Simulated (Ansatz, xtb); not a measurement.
**C4H9NO: which of two isomers lies lower**

Structure I is `C[C@@H]1OC[C@H]1N`, a singlet and structure II is `C[C@@]1(N)CCO1`, a singlet. Both are isolated molecules in the gas phase, relaxed with PBE-D3(BJ)/def2-SVP; the shapes shown needn't be the lowest conformers.

I (Å):

| atom | x (Å) | y (Å) | z (Å) |
| --- | --- | --- | --- |
| C | -2.1351 | 0.5829 | 1.6662 |
| C | -1.0463 | -0.0279 | 0.8123 |
| C | -0.2442 | -1.9026 | 0.4663 |
| C | 0.1324 | -0.8060 | 1.4821 |
| N | 1.4958 | -0.3419 | 1.4848 |
| O | -1.4701 | -1.2281 | 0.1216 |
| H | -1.7494 | 1.4689 | 2.2123 |
| H | -2.9913 | 0.9115 | 1.0427 |
| H | -2.5100 | -0.1564 | 2.4029 |
| H | -0.6474 | 0.7293 | 0.0869 |
| H | -0.4138 | -2.9342 | 0.8448 |
| H | 0.4747 | -1.9533 | -0.3890 |
| H | -0.1469 | -1.1019 | 2.5160 |
| H | 1.7401 | 0.0651 | 0.5722 |
| H | 1.6339 | 0.3971 | 2.1845 |

II (Å):

```yaml
atoms:
  - { symbol: C, position_ang: [-2.2766, -1.6779, 0.8762] }
  - { symbol: C, position_ang: [-0.8167, -1.4674, 0.4937] }
  - { symbol: C, position_ang: [-0.5322, -1.3306, -1.0238] }
  - { symbol: C, position_ang: [-0.4061, 0.1735, -0.7399] }
  - { symbol: N, position_ang: [0.0184, -2.3908, 1.1864] }
  - { symbol: O, position_ang: [-0.4571, -0.0349, 0.6834] }
  - { symbol: H, position_ang: [-2.9297, -0.9782, 0.3205] }
  - { symbol: H, position_ang: [-2.5942, -2.7175, 0.6627] }
  - { symbol: H, position_ang: [-2.4131, -1.4772, 1.9590] }
  - { symbol: H, position_ang: [-0.1651, -2.3608, 2.1974] }
  - { symbol: H, position_ang: [1.0066, -2.1451, 1.0504] }
  - { symbol: H, position_ang: [0.4172, -1.8199, -1.3153] }
  - { symbol: H, position_ang: [-1.3369, -1.6656, -1.7065] }
  - { symbol: H, position_ang: [0.5364, 0.6690, -1.0637] }
  - { symbol: H, position_ang: [-1.2630, 0.7838, -1.1127] }
```

Energies in hartree; the thermal terms are from GFN2-xTB frequencies at re-optimised GFN2-xTB minima (ideal gas, soft modes damped towards free rotors, one conformer each, 298.15 K, 1 atm) and include the zero-point energy:

|  | I | II |
| --- | --- | --- |
| E, CCSD(T)/def2-SVP | −286.763984 | −286.780062 |
| E, MP2/def2-SVP | −286.674076 | −286.691040 |
| E, MP2/def2-TZVPP | −287.219371 | −287.234825 |
| zero-point energy | 0.128905 | 0.128808 |
| H(298 K) − E | 0.136520 | 0.136346 |
| G(298 K) − E | 0.098695 | 0.099018 |

Q: Correct the CCSD(T) difference for the basis set by the MP2 change, then work out ΔE, ΔE₀, ΔH and ΔG for I → II in kJ/mol (1 Eh = 2625.50 kJ/mol) and the equilibrium ratio [II]/[I].

A: 1. Differences II − I: CCSD(T) −0.016078, MP2 in the small set −0.016964, MP2 in the large set −0.015454 Eh.
2. ΔE = −0.016078 + (−0.015454 − (−0.016964)) = −0.014568 Eh = −38.25 kJ/mol.
3. ΔE₀ = ΔE + ΔZPE = −0.014568 + (−0.000097) Eh = −38.50 kJ/mol.
4. ΔH = ΔE + (−0.000174) Eh = −38.71 kJ/mol.
5. ΔG = ΔE + (+0.000323) Eh = −37.40 kJ/mol, so ΔS = (ΔH − ΔG)/T = −4.4 J/(mol K).
6. kT = 0.9442 mEh, so K = [II]/[I] = exp(−ΔG/kT) = exp(+15.09) ≈ 3.6 × 10^6.

Structure II is favoured at this temperature. An error of 4 kJ/mol in ΔG would change K by a factor of 5. Mirror images and further conformers aren't counted.

As drawn, both hold the same kinds of bond in the same numbers.

Other levels gave ΔE = −29.4 (GFN2-xTB); −26.6 (HF/STO-3G, GFN2-xTB geometries); −43.1 (r2SCAN-D4/def2-SVP, GFN2-xTB geometries); −38.0 (PBE-D3(BJ)/def2-SVP); −34.4 (HF/def2-SVP); −44.5 (MP2/def2-SVP); −42.2 (CCSD(T)/def2-SVP) kJ/mol. The correlated steps freeze 6 core orbitals. Programs: Ansatz 0.2.0, xtb 6.7.1.
